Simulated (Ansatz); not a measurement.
# BH₄NSi: single points off equilibrium

One table from this session's results is given with a row withheld; the runs are named, their logs left out.

Program: Ansatz 0.2.0, Gaussian basis. Level of theory: single points in def2-TZVPP. These are calculated values, not measurements.

Cores are frozen in the correlated methods. B3LYP uses VWN-RPA correlation.

**Where the work starts**

SMILES `B[SiH]=N`, 7 atoms, charge 0, spin multiplicity 1.

Atoms are counted from 1 here; the program's logs count them from 0.

Bond lengths: B1–Si2 1.974 Å, B1–H4 1.180 Å, B1–H5 1.285 Å, Si2–N3 1.764 Å, Si2–H6 1.450 Å, N3–H7 1.171 Å. Angles: Si2–B1–H4 118.3°, Si2–B1–H5 115.2°, H4–B1–H5 125.4°, B1–Si2–N3 107.1°, B1–Si2–H6 118.4°, N3–Si2–H6 131.6°, Si2–N3–H7 118.3°.

As a file:

| atom | x (Å) | y (Å) | z (Å) |
| --- | --- | --- | --- |
| B1 | -1.12640 | 0.37370 | -0.79020 |
| Si2 | 0.31750 | 0.20610 | 0.54570 |
| N3 | 1.06080 | -1.37590 | 0.31170 |
| H4 | -1.52360 | -0.60730 | -1.31110 |
| H5 | -1.69180 | 1.52640 | -0.84340 |
| H6 | 0.79930 | 1.40940 | 1.19660 |
| H7 | 2.02330 | -1.63380 | 0.92660 |

The first run:

Input file run/in.yaml:

```yaml
crystal:
  periodic: [false, false, false]
  atoms:
    - {symbol: B, position_ang: [-1.126400, 0.373700, -0.790200]}
    - {symbol: Si, position_ang: [0.317500, 0.206100, 0.545700]}
    - {symbol: N, position_ang: [1.060800, -1.375900, 0.311700]}
    - {symbol: H, position_ang: [-1.523600, -0.607300, -1.311100]}
    - {symbol: H, position_ang: [-1.691800, 1.526400, -0.843400]}
    - {symbol: H, position_ang: [0.799300, 1.409400, 1.196600]}
    - {symbol: H, position_ang: [2.023300, -1.633800, 0.926600]}
basis:
  gaussian: {orbitals: def2-TZVPP}
correlation: {method: ccsd_t}
output: {forces: true}
```

No record of the launch command was kept for these runs.

Steps of the session up to this table: CCSD(T)/def2-TZVPP; PBE0-D4/def2-TZVPP; wB97M-V/def2-TZVPP; r2SCAN-D4/def2-TZVPP; PBE-D4/def2-TZVPP; r2SCANh-D4/def2-TZVPP; B3LYP-D4/def2-TZVPP.

One of the session's tables, all rows but one given; the rest of the session is left out.

| method | RMS force component (eV/Å) | angle to CCSD(T) forces (°) | dipole (D) |
| --- | --- | --- | --- |
| CCSD(T) | 1.566 | reference | 2.03 |
| PBE0-D4 | 1.738 | 6.3 | 2.26 |
| wB97M-V | 1.785 | 8.7 | 2.42 |
| r2SCAN-D4 | ? | ? | ? |
| PBE-D4 | 1.514 | 5.3 | 2.01 |
| r2SCANh-D4 | 1.716 | 5.7 | 2.20 |
| B3LYP-D4 | 1.680 | 5.2 | 2.26 |

Estimate the missing values for r2SCAN-D4.

**Answer.** RMS force component (eV/Å): 1.647; angle to CCSD(T) forces (°): 4.8; dipole (D): 2.12. In the column «RMS force component (eV/Å)» it lies between CCSD(T) (1.566) and B3LYP-D4 (1.680).
